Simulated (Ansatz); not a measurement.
We consider litharge SnO, described by r²SCAN+SOC in Ansatz (plane waves, PAW).

Numerical settings: plane-wave cutoff 560 eV, 10×10×8 k mesh (along the axes of the cell as run), Fermi–Dirac smearing 0.01 eV, PAW data made under PBE.

Cell (measured lattice):

```xyz
4
Lattice="3.8010 0.0000 0.0000 0.0000 3.8010 0.0000 0.0000 0.0000 4.8350" Properties=species:S:1:pos:R:3 pbc="T T T"
Sn     1.9005     0.0000     3.6896
Sn     0.0000     1.9005     1.1454
O      1.9005     1.9005     0.0000
O      0.0000     0.0000     0.0000
```

Question: Estimate the band gap, smallest direct gap on the k points sampled and direct gap at Γ that the calculation returns.

Answer: 
- band gap: 0.18 eV (indirect)
- smallest direct gap on the k points sampled: 2.32 eV
- direct gap at Γ: 2.41 eV

Note: cell and atoms aren't relaxed at this level (pressure 0.6 GPa).

Computed values are for the static lattice.

Cost on a shared machine: roughly 4 core-minutes.

Ansatz is an electronic-structure program.
